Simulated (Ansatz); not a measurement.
Method: Ansatz (a first-principles code) with frozen-core CCSD(T)/cc-pVTZ // B3LYP-D3(BJ)/def2-SVP.

Ansatz 0.2 input:
```yaml
crystal:
  periodic: [false, false, false]
  atoms:
    - { symbol: N, position_ang: [-0.005285, -0.004077, 0.30596] }
    - { symbol: H, position_ang: [0.892217, -0.29251, -0.09052] }
    - { symbol: H, position_ang: [-0.697771, -0.622852, -0.122388] }
    - { symbol: H, position_ang: [-0.18916, 0.919439, -0.09305] }
basis:
  gaussian: { orbitals: cc-pVTZ }
correlation:
  method: ccsd_t
```

Output:

```
Functional definition: HF
403 factors; integrals over basis functions are off by at most 1.0e-3 eV
mean field evaluation 1: about -1528.0516 eV, gradient 2.9e1 eV
mean field evaluation 2: about -1528.0518 eV, gradient 2.9e1 eV
mean field evaluation 4: about -1529.7261 eV, gradient 1.6e0 eV
mean field evaluation 8: about -1529.7371 eV, gradient 5.7e-4 eV
mean field evaluation 16: about -1529.7366 eV, gradient 2.8e-1 eV
mean field -1529.73710845 eV, -56.2168018426 hartree, gradient 8.6e-6 eV, S^2 0.000000; 0 other end points of the search recorded, 0 dependent functions left out
1 core orbitals not correlated
reference -1529.73710845 eV, -56.2168018426 hartree; 4, 4 occupied and 67, 67 virtual orbitals, 403 factors
second order -6.41932304 eV of doubles, -0.00000000 eV of singles
cycle   1  -6.60502407 eV  change   -1.9e-1 eV  update   3.9e-2
cycle   2  -6.74179953 eV  change   -1.4e-1 eV  update   1.2e-2
cycle   3  -6.76044289 eV  change   -1.9e-2 eV  update   3.9e-3
cycle   4  -6.76101047 eV  change   -5.7e-4 eV  update   9.2e-4
cycle   5  -6.76125605 eV  change   -2.5e-4 eV  update   2.8e-4
cycle   6  -6.76125895 eV  change   -2.9e-6 eV  update   1.2e-4
cycle   7  -6.76124466 eV  change    1.4e-5 eV  update   3.8e-5
cycle   8  -6.76123549 eV  change    9.2e-6 eV  update   8.2e-6
cycle   9  -6.76123126 eV  change    4.2e-6 eV  update   1.6e-6
perturbative correction -0.21126646 eV, -0.0077638992 hartree
Total energy: -1536.70960617 eV, -56.4730364077 hartree
```

Cost: very roughly 0.7 core-seconds.
